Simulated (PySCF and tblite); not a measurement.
Results of a calculation; reference values are marked as such.
trans-CHF=CHCOOH, C₃H₃FO₂, numbered as in [O:1]=[C:2]([OH:3])/[CH:4]=[CH:5]/[F:6].

First level. Conformers came from 90 starts (ETKDG and KDG, MMFF94s, GFN2-xTB); geometries are GFN2-xTB. Energies: PBE0-D3(BJ)/pcSseg-1, with GFN2-xTB thermal terms (plain harmonic). Symmetry numbers and mirror images are counted. Conformers within 2.5 kcal/mol (GFN2-xTB free energy) were kept, 10 at most. GIAO shieldings: PBE0/pcSseg-1. Shifts are against TMS (¹H), TMS (¹³C), CFCl3 (¹⁹F) at the same level. Codes: tblite and PySCF.

It gives, at 298.15 K, with 2 conformers (largest weight 62 %): ¹H: 7.99 (H5, 1H), 5.88 (H4, 1H) ppm. ¹³C: 177.4 (C5), 169.5 (C2), 110.3 (C4) ppm. ¹⁹F: -98.8 (F6) ppm.

Second level: GFN2-xTB geometries, energies HF-D3(BJ)/6-311G** (IEF-PCM, water), shieldings HF/pcSseg-1 (IEF-PCM, water), on up to 4 of the same conformers.

Question: How do the averaged shifts change?

Answer: 
| signal | first | second | change (ppm) |
| --- | --- | --- | --- |
| H4 | 5.88 | 6.13 | 0.25 |
| H5 | 7.99 | 8.38 | 0.39 |
| C2 | 169.5 | 178.1 | 8.6 |
| C4 | 110.3 | 108.9 | -1.4 |
| C5 | 177.4 | 179.6 | 2.2 |

The largest weight becomes 57 %.

The minima are those of GFN2-xTB; planar forms about aryl–S or allylic bonds may be saddles in single-point. H on N, O and S are left out: they exchange, and hydrogen bonds move them by several ppm. Unscaled ¹⁹F shifts at such levels can be off by tens of ppm; differences between conformers or isomers are more reliable. Shifts are unscaled: against experiment ¹³C can be off by 15 ppm or more and ¹H by 0.8 ppm.


Conformer gaps in pcSseg-1 on xTB geometries can be 2 kcal/mol off for S=O, P=O and other polar bonds.